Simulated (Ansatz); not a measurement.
**How far each method lies from full CI for NH, singlet**

Geometry: a point of a stretch scan, not a stationary point.

```xyz
2

N     0.0000    0.0000    0.0000
H     0.0000    0.0000    1.1700
```

Basis aug-cc-pVTZ; Ansatz 0.2.0. Only valence electrons are correlated (noble-gas cores frozen), which leaves 6 electrons in 68 orbitals. Prefix R: restricted or restricted open-shell reference; prefix U: unrestricted. Active spaces: pair = (2e, 2o) about the gap; valence = (6e, 5o) chosen from the atoms' valence shells.

Full CI is exact within this basis and frozen core; it isn't the basis-set limit. The frozen core follows each run's orbitals, which can shift R against U totals by a few meV.

The determinant fills πx and πy unequally, so it is a mixture of Σ and Δ, which weighs on every level built on one determinant.

The determinant has the irrep A1, whose lowest full-CI state lies within 3 meV of the A2 state that serves as the reference; occupations given are those of the former. RHF is unstable: UHF (⟨S²⟩ = 1.01) lies 2.06 eV below the lowest RHF solution. Higher spins weren't run at this geometry and may lie near or lower.

```
UHF ⟨S²⟩                          : 1.012
T1 diagnostic (RCCSD)             : 0.0095
largest doubles amplitude (RCCSD) : 0.229
```

```
                   level  E − E(full CI) (meV)  share of correlation (%)     wall time
                     RHF                  5829                      0.00             –
                    UHF†                  3766                         –             –
                    RMP2                  1352                     76.80             –
                   UMP2†                  -111                         –             –
                   RCCSD                   557                     90.44             –
                 UCCSD*†                  -897                         –             –
                RCCSD(T)                   295                     94.93         1.1 s
              UCCSD(T)*†                 -1187                         –         3.3 s
                 BCCD(T)                   296                     94.92         1.4 s
                 RCCSDT*                    35                     99.40             –
                UCCSDT*†                 -1580                         –             –
              RCCSDT(Q)*                   -16                    100.27          26 s
             UCCSDT(Q)*†                 -1654                         –  3.4 s (H100)
                RCCSDTQ*                     1                     99.99   20 s (H100)
     CASSCF (pair space)                  4907                     15.82             –
     NEVPT2 (pair space)                   605                     89.62  1.3 s (H100)
     MRCISD (pair space)                   286                     95.09             –
   MRCISD+Q (pair space)                    14                     99.76  2.1 s (H100)
  CASSCF (valence space)                  4191                     28.11             –
  NEVPT2 (valence space)                   718                     87.69         1.1 s
  MRCISD (valence space)                   207                     96.45             –
MRCISD+Q (valence space)                    19                     99.68  2.2 s (H100)
```

An asterisk marks runs whose energy the program itself flagged as in doubt. A dagger marks rows that describe another state than the reference (another or a broken symmetry, a higher spin or other natural occupations), so the difference holds a gap between states beside the method's error.

The correlation energy at full CI, counted from RHF, is -5.829 eV. That run took 27 min on 5 threads of AMD EPYC 7R13 with a whole H100 80 GB, shared host over 627,372,630 determinants.

Times hold each run's SCF and search for its determinant on a shared host, so for small cases they say little of a method's own cost; rows without a card ran on 1 thread of AMD EPYC 7R13.

More than 5 meV below full CI, which no variational method can be: RCCSDT(Q).

Unrestricted levels hold only the spin's projection, and here they fall towards a lower state of higher spin.

The full-CI state has the irrep A2 of C2v, in the program's axes (one component, if the state is degenerate).

Natural occupations of full CI about the gap: 1.965 1.940 0.988 0.986 0.042 0.012 0.012 0.011 0.010 0.006; effectively unpaired electrons, Σ n²(2−n)², 2.03. No single determinant describes this state well, so single-reference rows can miss without a flag.
